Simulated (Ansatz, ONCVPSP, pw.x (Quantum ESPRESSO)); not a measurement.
**tungsten (W) (bcc): variants of one ONCV potential in the solid**

W, optimised norm-conserving Vanderbilt (ONCV), made with ONCVPSP 4.0.1.1 (patched build) (PBE, scalar-relativistic). Core [Kr] 4d10 4f14, reference 5s2 5p6 5d4 6s2. Waves: 5s+6s: rc 1.85 bohr, ncon 3, nbas 7, qcut 7.6 1/bohr, 2 projectors; 5p: rc 1.80 bohr, ncon 3, nbas 6, qcut 9.7 1/bohr, 2 projectors, debl 1.4 Ha; 5d: rc 2.80 bohr, ncon 4, nbas 9, qcut 6.7 1/bohr, 1 projector. Local part: polynomial inside 1.20 bohr (lpopt 2, dvloc0 0 Ha). Core correction: none.

In the p channel the program set the typed energies aside and used -1.588, 0.250 Ha.

Crystal test: bcc W in pw.x 7.5, no spin, 14³ k-points, Fermi–Dirac smearing 0.01 Ry, cutoffs set for each file from its atomic test. The reference is all-electron LAPW (Ansatz 0.2.0) with the same functional, mesh and smearing; V0 and B0 come from Birch–Murnaghan fits to the pressures at five volumes. Errors are pseudo minus all-electron; Δ is the rms difference of the E(V) curves that follow from these fits, minima aligned, over ±6 % about the mean V0. Mesh and smearing are coarse, so the numbers serve the comparison and aren't converged zero-temperature values; the lattice is a test structure that the element need not adopt.

All-electron: a0 = 3.184 Å (V0 = 16.15 Å³/atom), B0 = 300.6 GPa.

Base: The largest radius (2.80 bohr) exceeds half the bond length (2.60 bohr), so the spheres overlap, which is one possible source of error among others.

1 further variants are left out: they gave no file fit for a test, a broken result, the same result as the base, or pressures whose basis-set error rivals the error shown.

| change | cutoffs (Ry) | pw.x | a0 (Å) | a0 error (%) | B0 error (%) | Δ (meV/atom) | mean pressure error (GPa) |
| --- | --- | --- | --- | --- | --- | --- | --- |
| base | 65/260 | converged; energies reset by the program | 3.174 | -0.32 | -0.1 | 10.3 | -2.90 |
| all radii scaled by about 0.81 (s 1.50, p 1.46, d 2.26 bohr); local potential polynomial inside 0.98 bohr (lpopt 2, dvloc0 0 Ha) | 90/360 | converged; energies reset by the program | 3.172 | -0.40 | +0.0 | 12.8 | -3.61 |
| all radii scaled by about 0.91 (s 1.68, p 1.64, d 2.54 bohr); local potential polynomial inside 1.08 bohr (lpopt 2, dvloc0 0 Ha) | 80/320 | converged; energies reset by the program | 3.173 | -0.37 | +0.0 | 11.7 | -3.29 |
| all radii scaled by about 1.06 (s 1.96, p 1.92, d 2.98 bohr); local potential polynomial inside 1.28 bohr (lpopt 2, dvloc0 0 Ha) | 60/240 | converged; energies reset by the program | 3.176 | -0.27 | -0.3 | 8.7 | -2.47 |

Task: Give the row for: all radii scaled by about 1.29 (s 2.38, p 2.32, d 3.60 bohr); local potential polynomial inside 1.54 bohr (lpopt 2, dvloc0 0 Ha).

Result: pw.x: converged; energies reset by the program; mean pressure error (GPa): -1.49; a0 (Å): 3.179; a0 error (%): -0.16; B0 error (%): -1.5; Δ (meV/atom): 5.3.
